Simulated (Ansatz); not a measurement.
# HF/STO-3G run of C2H6Si (SMILES C[Si]C)

Aim: the vertical ionisation energy of C2H6Si at HF/STO-3G, from 2 runs. 

The calculation is run with Ansatz 0.2.0.

34 further runs of the same task are left out: 34 set aside as unsound or not needed.

## Step 1: The structure to begin with

The species is C2H6Si (9 atoms), meant as a singlet with charge 0. As SMILES, `C[Si]C`. The coordinates come from a PBE0-D4/def2-TZVP relaxation.

Bond lengths: C1–Si2 1.896 Å, Si2–C3 1.896 Å, C1–H4 1.102 Å, C1–H5 1.091 Å, C1–H6 1.095 Å, C3–H7 1.095 Å, C3–H8 1.091 Å, C3–H9 1.102 Å. Some angles: C1–Si2–C3 97.8°, Si2–C1–H4 105.3°, Si2–C1–H5 113.7°, Si2–C1–H6 114.0°, Si2–C3–H7 113.9°, Si2–C3–H8 113.7°, Si2–C3–H9 105.3°, H4–C1–H5 107.1°, H4–C1–H6 106.4°, H5–C1–H6 109.8°.

## Step 2: A single-point energy at HF/STO-3G

File molecule.yaml:

```yaml
crystal:
  periodic: [false, false, false]
  atoms:
    - {symbol: C, position_ang: [-0.527400, 1.047300, -0.805300]}
    - {symbol: Si, position_ang: [0.896800, -0.199700, -0.912800]}
    - {symbol: C, position_ang: [0.601900, -1.069400, 0.746000]}
    - {symbol: H, position_ang: [-1.430700, 0.480400, -1.082200]}
    - {symbol: H, position_ang: [-0.439700, 1.875000, -1.511000]}
    - {symbol: H, position_ang: [-0.703500, 1.436700, 0.202600]}
    - {symbol: H, position_ang: [-0.455600, -1.193000, 1.001000]}
    - {symbol: H, position_ang: [1.117900, -2.026600, 0.837300]}
    - {symbol: H, position_ang: [1.028800, -0.397000, 1.507100]}
basis:
  gaussian:
    orbitals: STO-3G
hamiltonian:
  xc: hf
accuracy: high
output: {orbitals: {seedname: orbitals}}
```

Launch:

```sh
$ ansatz run molecule.yaml --threads 1 --pin off --max-ram 3480MiB --events-out events.jsonl --progress --plain --runs-dir runs
```

The program printed:

```text
Warning: RAYON_NUM_THREADS=1 ignored (pool sized by the plan → 1); use --threads N
Functional definition: HF
  name "HF"
  exchange = exact_x
  correlation = 0
483 factors; integrals over basis functions are off by at most 6.8e-9 eV
mean field evaluation 1: about -9900.7451 eV, gradient 9.6e0 eV
mean field evaluation 2: about -9900.8499 eV, gradient 9.5e0 eV
mean field evaluation 4: about -9901.2460 eV, gradient 5.8e-1 eV
mean field evaluation 8: about -9901.2467 eV, gradient 8.1e-7 eV
mean field -9901.24673153 eV, -363.8641060777 hartree, gradient 8.9e-8 eV, S^2 0.000000; 0 other end points of the search recorded, 0 dependent functions left out
reference -9901.24673153 eV, -363.8641060777 hartree; 16, 16 occupied and 9, 9 virtual orbitals, 483 factors
Total energy: -9901.24673153 eV, -363.8641060777 hartree
```

It took 0.14 s on 1 thread of Arm Neoverse V2, shared host.

## Step 3: The doublet cation, same level

File job.yaml:

```yaml
crystal:
  periodic: [false, false, false]
  atoms:
    - {symbol: C, position_ang: [-0.527400, 1.047300, -0.805300]}
    - {symbol: Si, position_ang: [0.896800, -0.199700, -0.912800]}
    - {symbol: C, position_ang: [0.601900, -1.069400, 0.746000]}
    - {symbol: H, position_ang: [-1.430700, 0.480400, -1.082200]}
    - {symbol: H, position_ang: [-0.439700, 1.875000, -1.511000]}
    - {symbol: H, position_ang: [-0.703500, 1.436700, 0.202600]}
    - {symbol: H, position_ang: [-0.455600, -1.193000, 1.001000]}
    - {symbol: H, position_ang: [1.117900, -2.026600, 0.837300]}
    - {symbol: H, position_ang: [1.028800, -0.397000, 1.507100]}
basis:
  gaussian:
    orbitals: STO-3G
total_charge: 1
magnetization:
  spin_polarized: true
  initial_magnetization: 1
hamiltonian:
  xc: hf
accuracy: high
output: {orbitals: {seedname: orbitals}}
```

Launch:

```sh
$ ansatz run job.yaml --threads 1 --pin off --max-ram 3480MiB --events-out events.jsonl --progress --plain --runs-dir runs
```

The program printed:

```text
Warning: RAYON_NUM_THREADS=1 ignored (pool sized by the plan → 1); use --threads N
[... 4 set-up lines as earlier in the session ...]
483 factors; integrals over basis functions are off by at most 6.8e-9 eV
mean field evaluation 1: about -9894.5638 eV, gradient 1.3e1 eV
mean field evaluation 2: about -9894.6505 eV, gradient 1.3e1 eV
mean field evaluation 4: about -9896.1897 eV, gradient 1.3e0 eV
mean field evaluation 8: about -9896.2165 eV, gradient 1.8e-2 eV
mean field -9896.21652114 eV, -363.6792492555 hartree, gradient 1.9e-8 eV, S^2 0.754623; 0 other end points of the search recorded, 0 dependent functions left out
reference -9896.21652114 eV, -363.6792492555 hartree; 16, 15 occupied and 9, 10 virtual orbitals, 483 factors
Total energy: -9896.21652114 eV, -363.6792492555 hartree
```

Wall time 0.18 s (1 thread of Arm Neoverse V2, shared host).

## Step 4: Outcome

Level: HF/STO-3G.

| quantity | value |
| --- | --- |
| singlet C2H6Si: total energy | -363.86411 Eh |
| singlet C2H6Si: HOMO energy | -5.83 eV |
| singlet C2H6Si: LUMO energy | 6.33 eV |
| singlet C2H6Si: HOMO–LUMO gap | 12.16 eV |
| doublet cation: total energy | -363.67925 Eh |
| doublet cation: HOMO energy (highest over α and β) | -15.87 eV |
| doublet cation: LUMO energy (lowest over α and β) | -4.21 eV |
| doublet cation: ⟨S²⟩ | 0.755 |
| vertical ionisation energy (to the doublet cation) | 5.030 eV |

The vertical ionisation energy comes to 5.03 eV (485 kJ/mol). −ε(HOMO) before ionisation, 5.83 eV, is 0.80 eV above this ionisation energy. In a minimal basis such a difference can be off by several eV, whatever the method.
